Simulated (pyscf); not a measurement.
Four-centre exchange: `[OH][BH][OH]` + `[FH]` → `[OH][B]([OH])[F]` + `[H][H]`

Gas phase, singlet surface, charge 0. Bonds broken: B2–H5, F7–H8. Bonds formed: B2–F7, H5–H8. Optimised with ωB97X-D3(BJ)/def2-SVP in PySCF.

Transition state (Å):

```xyz
8

O     -1.7969    -0.9378    -0.1759
B     -0.8819     0.0574    -0.3568
O     -1.2529     1.3180    -0.7472
H     -2.6254    -0.7344    -0.6243
H      0.0277    -0.0118     0.6787
H     -0.5214     1.8825    -1.0135
F      0.4221    -0.4615    -1.3011
H      0.5397    -0.3360    -0.1455
```

One imaginary mode, 1196i cm⁻¹; descent along it reached the two sides named, in the forms told below.

```tsv
bond	change	reactant side (Å)	saddle	product side
B2–H5	breaks	1.205	1.380	3.2
F7–H8	breaks	0.935	1.168	2.571
B2–F7	forms	2.9	1.692	1.341
H5–H8	forms	2.7	1.023	0.760
```

Electronic energies relative to the separated reactants (kcal/mol):

| level | barrier | reaction energy | reverse barrier |
|---|---|---|---|
| ωB97X-D3(BJ)/def2-TZVP | 27.5 | -29.2 | 56.7 |
| PBE/def2-TZVP | 20.9 | -28.5 | 49.4 |
| r²SCAN/def2-TZVP | 21.9 | -31.6 | 53.5 |
| B3LYP-D3(BJ)/def2-TZVP | 27.2 | -29.8 | 57.0 |
| PBE0-D3(BJ)/def2-TZVP | 24.4 | -28.8 | 53.2 |
| M06-2X/def2-TZVP | 27.6 | -31.9 | 59.5 |
| ωB97M-D3(BJ)/def2-TZVP | 26.8 | -29.4 | 56.2 |
| HF/def2-TZVP | 44.6 | -30.7 | 75.3 |

With ωB97M-D3(BJ)/def2-TZVP energies and thermal terms (ideal gas, 1 atm, RRHO with modes under 100 cm⁻¹ raised to 100, one conformer, R ln 2 for chiral ones without a mode under 150 cm⁻¹), in kcal/mol:

| T (K) | ΔH‡ | ΔG‡ | ΔH | ΔG |
|---|---|---|---|---|
| 298 | 25.0 | 34.5 | -32.4 | -30.8 |
| 600 | 24.8 | 44.3 | -31.7 | -29.4 |
| 900 | 25.0 | 54.1 | -31.2 | -28.4 |
| 1200 | 25.5 | 63.7 | -30.8 | -27.5 |

On the reactant side the descent ends in a complex, 6.3 kcal/mol under the separated species and 33.8 kcal/mol under the saddle at ωB97X-D3(BJ)/def2-TZVP. The same reactants have a lower exit, to H₂O + HO–BH–F (barrier +17.1 kcal/mol at ωB97M-D3(BJ)/def2-TZVP, against +26.8 kcal/mol here). One saddle was located; it need not be the lowest between these sides.
